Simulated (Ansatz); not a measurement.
Calculated with Ansatz (gas phase, PBE0-D4/def2-TZVP geometries, no zero-point term in ΔE). CCSD(T)/CBS adds triple-zeta CCSD(T) − MP2 to the extrapolated MP2 energy (def2 sets, frozen cores). This one scheme is used for every species, atoms too. Functionals use def2-TZVPP. Open shells (•) are unrestricted, without spin–orbit coupling. Spin–orbit coupling would lower the free atoms: a little for B.

Reaction (atomization): `B[N]B`• → 2 B• + 4 H• + N•

| level | ΔE (kJ/mol) |
| --- | --- |
| PBE0-D4 | 2486.5 |
| BHLYP-D4 | 2449.8 |
| CAM-B3LYP-D4 | 2513.8 |
| ωB97M-V | 2483.3 |
| B2PLYP | 2463.8 |
| SCS-MP2/def2-TZVPP | 2400.2 |
| HF/CBS(def2) | 1901.5 |
| CCSD/CBS(def2) | 2403.2 |

What does CCSD(T)/CBS give? (Best estimate.)

Computed: +2430.6 kJ/mol. The listed levels differ from it by 55.9, 19.2, 83.2, 52.7, 33.2, -30.4, -529.1, -27.4 kJ/mol.

Largest T1 diagnostic among the species: 0.024.

The D4 term adds +12.1 kJ/mol with B3LYP and +6.3 kJ/mol with PBE0; it sums over pairs of atoms, weighted by their polarisabilities, and B3LYP, whose exchange is more repulsive, gets the larger term. At CCSD(T), def2-SVP lies −95.6 kJ/mol from the extrapolated value and def2-TZVPP −55.5 kJ/mol: correlation converges slowly with the basis, and small sets miss more of it in the bonded molecule than in its fragments.

B3LYP here is the variant with VWN-RPA as its local correlation; programs differ in this.

For atomizations the MP2-based limit and the directly extrapolated one differ by several kJ/mol either way, and by 10 to 25 for some Ge, Se and Sn compounds, so smaller differences from it don't rank the levels.
